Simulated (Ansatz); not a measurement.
```yaml
crystal:
  periodic: [false, false, false]
  atoms:
    - {symbol: N, position_ang: [-1.203310, -0.245872, -0.001435]}
    - {symbol: Mg, position_ang: [0.617506, 0.095446, 0.000838]}
    - {symbol: H, position_ang: [1.831379, 1.115189, -0.000265]}
basis:
  gaussian: {orbitals: def2-TZVP}
hamiltonian: {xc: pbe0}
relax: {f_tol: 0.004, max_steps: 80}
```

```sh
$ ansatz run in.yaml --threads 1 --pin off --events-out ev --progress --plain --max-ram 2176MiB
```

Steps of the relaxation (energy above the last step; positions in Å, forces in eV/Å):

```
3
step 1, 339.3 meV
N    -1.203   -0.246   -0.001   -2.426   -0.641   -0.002
Mg    0.618    0.095    0.001    1.244   -0.072    0.003
H     1.831    1.115    0.000    1.182    0.713    0.000
```

```
3
step 2, 100.1 meV
N    -1.283   -0.314   -0.001   -1.060   -0.409   -0.001
Mg    0.586    0.148    0.001    0.766    0.398    0.000
H     1.943    1.130    0.000    0.294    0.011    0.001
```

```
3
step 3, 20.8 meV
N    -1.366   -0.449   -0.001    0.309    0.107    0.000
Mg    0.513    0.330    0.000    0.137    0.130    0.000
H     2.098    1.084    0.000   -0.446   -0.237    0.000
```

```
3
step 6, 0.0 meV
N    -1.325   -0.447   -0.001    0.000    0.000    0.000
Mg    0.509    0.363    0.000    0.000    0.000    0.000
H     2.062    1.049    0.000    0.000    0.000    0.000
```

Close pairs at the end: Mg2–H3 1.697 Å, N1–Mg2 2.006 Å.

A stationary point of restricted PBE0 after 6 steps (its stability towards spin polarisation wasn't tested); no frequencies were run, so it isn't proven a minimum. 24 s on 1 thread of Arm Neoverse V2, shared host.
